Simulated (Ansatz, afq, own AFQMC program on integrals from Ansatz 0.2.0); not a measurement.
**Where AFQMC and coupled cluster stand for Ge$_{2}$H$_{2}$, singlet**

```xyz
4

Ge    0.0000    0.0000    1.1169
Ge    0.0000    0.0000   -1.1723
H     0.0000    1.2621    1.9962
H     0.0000   -1.2621    1.9962
```

Connectivity, by distances: GeH2–Ge.

Basis cc-pVDZ. Only valence electrons are correlated. Ansatz 0.2.0 and our own AFQMC program on the same integrals; the CISD trial comes from CCSD amplitudes, and released means the phaseless constraint is let go. Uncertainties: one standard error, sampling alone. No spin–orbit coupling.

Determinant: RHF, the one that the program's search chose, which needn't be the lowest solution. The geometry is a PBE0/def2-TZVP stationary point of this or a neighbouring charge and spin state.

No full CI on the walks' own integrals is used here; CCSDT(Q) serves as the reference and is uncertain by about the last step of the cluster series.

Cautions: no relativity below Rb; no spin-orbit coupling; inner d shell frozen; higher spins were not checked; restricted determinant unstable towards unrestricted (UHF 168 meV lower, ⟨S²⟩ 0.73); the released energies are still falling, so no released level is given (meV from the phaseless value at times in 1/Eh: -3 ± 12 at 0.24, 5 ± 11 at 0.51, 5 ± 11 at 0.99, -7 ± 12 at 1.62, -31 ± 19 at 2.40), though the last usable value meets CCSDT(Q) within the noise.

* T1 diagnostic: 0.0188
* weight of the determinant in the CISD state: 0.843
* size of the correlated space: 10 electrons in 36 orbitals

Reference: CCSDT(Q), correlation energy -5.651 eV.

```json
{"level": "HF", "E − E(reference) (kcal/mol)": "130.32", "share of correlation (%)": "0.00"}
{"level": "MP2", "E − E(reference) (kcal/mol)": "29.22", "share of correlation (%)": "77.58"}
{"level": "CCSD", "E − E(reference) (kcal/mol)": "6.17", "share of correlation (%)": "95.27"}
{"level": "CCSD(T)", "E − E(reference) (kcal/mol)": "1.17", "share of correlation (%)": "99.10"}
{"level": "CCSDT", "E − E(reference) (kcal/mol)": "0.39", "share of correlation (%)": "99.70"}
{"level": "ph-AFQMC/HF", "E − E(reference) (kcal/mol)": "1.38 ± 1.60", "share of correlation (%)": "98.94"}
{"level": "ph-AFQMC/CISD", "E − E(reference) (kcal/mol)": "0.15 ± 0.29", "share of correlation (%)": "99.89"}
```

A walk keeps the symmetry of its determinant, which the program's search chose and which needn't be the lowest solution, so a lower state of the same spin and another symmetry isn't excluded.
